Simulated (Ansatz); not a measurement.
Start from `FCC1(F)CC1` and change one atom or group to get `NC1(F)CC1`.

Ansatz, PBE0-D4/def2-TZVP geometries, multiplicity 1. Each molecule was computed in one conformer, which needn't be the lowest.

| property | `FCC1(F)CC1` |
| --- | --- |
| HOMO–LUMO gap (ωB97M-V/def2-TZVPP) / eV | 13.60 |
| LUMO energy (B3LYP/def2-TZVPP) / eV | 1.14 |
| LUMO energy (PBE/def2-TZVPP) / eV | 0.37 |
| HOMO energy (B3LYP/def2-TZVPP) / eV | -7.97 |
| HOMO energy (ωB97M-V/def2-TZVPP) / eV | -10.49 |
| size of the dipole moment (B3LYP/def2-TZVPP) / D | 0.29 |

(1) Give the same properties after the change, and the shifts. (Best estimate.)

Results:

(1) The calculation gave: 
```tsv
property	`NC1(F)CC1`	shift
HOMO–LUMO gap (ωB97M-V/def2-TZVPP) / eV	12.99	-0.61
LUMO energy (B3LYP/def2-TZVPP) / eV	0.92	-0.22
LUMO energy (PBE/def2-TZVPP) / eV	0.49	0.12
HOMO energy (B3LYP/def2-TZVPP) / eV	-7.63	0.34
HOMO energy (ωB97M-V/def2-TZVPP) / eV	-10.33	0.16
size of the dipole moment (B3LYP/def2-TZVPP) / D	0.97	0.68
```

With PBE0 the HOMO rises by 0.28 eV and the LUMO falls by 0.14 eV, so the gap narrows by about 0.42 eV. PBE moves the HOMO by 0.41 eV and ωB97M-V by 0.16 eV. Dipoles are sizes alone; their direction can turn.

B3LYP here is the variant with VWN-RPA as its local correlation; programs differ in this.
